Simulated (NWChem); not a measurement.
# Basis-set convergence for hydrogen peroxide (H₂O₂)

```xyz
4

O     -0.2942     0.6453    -0.0547
O      0.2942    -0.6453    -0.0547
H      0.3673     1.1503     0.4376
H     -0.3673    -1.1503     0.4376
```
Charge 0, spin multiplicity 1.

The numbers come from NWChem runs, not from measurements. All single points use one geometry, from PBE0/def2-SVP, a minimum by its harmonic frequencies. It is one conformer; others weren't searched.

Quantity: LUMO energy at the level PBE.

The Pople sets run with spherical d functions.

| basis | functions | LUMO energy (eV) |
|---|---|---|
| 3-21G | 22 | … |
| pcseg-1 | 38 | -0.40 |
| def2-SVP | 38 | 0.08 |
| 6-311++G** | 58 | -1.03 |
| aug-cc-pVDZ | 64 | -1.03 |
| aug-pcseg-1 | 64 | -1.08 |
| def2-TZVP | 74 | -0.58 |
| pcseg-2 | 88 | … |
| aug-cc-pVTZ | 138 | -0.99 |
| cc-pVQZ | 170 | … |

### Question
Fill in the missing entries.

### Answer

- 3-21G, LUMO energy (eV): 0.68
- pcseg-2, LUMO energy (eV): -0.78
- cc-pVQZ, LUMO energy (eV): -0.63
